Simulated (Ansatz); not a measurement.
A displaced shape of singlet CO:

```yaml
atoms:
  - { symbol: C, position_ang: [0.0151, -0.0359, -0.6133] }
  - { symbol: O, position_ang: [0.0184, -0.0263, 0.4451] }
```

It was optimised with PBE0/def2-SVP in Ansatz (development build ahead of 0.2.0) to forces under 0.001 eV/Å, with restricted orbitals. Each step stands on the lowest determinant of that kind that the program's search found.

Question: What shape does it relax to, and how does the optimisation go?

Answer:

```xyz
2

C     0.0150   -0.0362   -0.6481
O     0.0185   -0.0259    0.4799
```

Bond lengths: C1–O2 1.128 Å.

| step | E − E(start) (eV) | largest force (eV/Å) |
| --- | --- | --- |
| 1 | 0.0000 | 11.6365 |
| 2 | -0.3651 | 1.4511 |
| 3 | -0.3735 | 0.2200 |
| 4 | -0.3736 | 0.0063 |
| 5 | -0.3736 | 0.0000 |

The optimisation ended after 5 steps with its threshold met.
